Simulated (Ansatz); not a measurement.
Solid iodine was calculated with LC-ωPBE in Ansatz (plane waves, PAW).

Settings: plane-wave cutoff 460 eV, 6×6×4 k mesh (along the axes of the cell as run), Fermi–Dirac smearing 0.01 eV, scalar-relativistic PAW data made under PBE.

Computed at the level's own relaxed cell.

Give the computed lattice parameter b, c axis length and lattice parameter a.


lattice parameter b: 5.235 Å
c axis length: 9.883 Å
lattice parameter a: 7.406 Å

Note: the cell comes from a level without a dispersion term, which matters for the spacing of layers, chains or molecules.

Spin–orbit coupling is not included.

Static lattice: no zero-point or thermal effects.

It cost around 6 core-hours (rough) of CPU time.

Ansatz is a program for electronic structure.
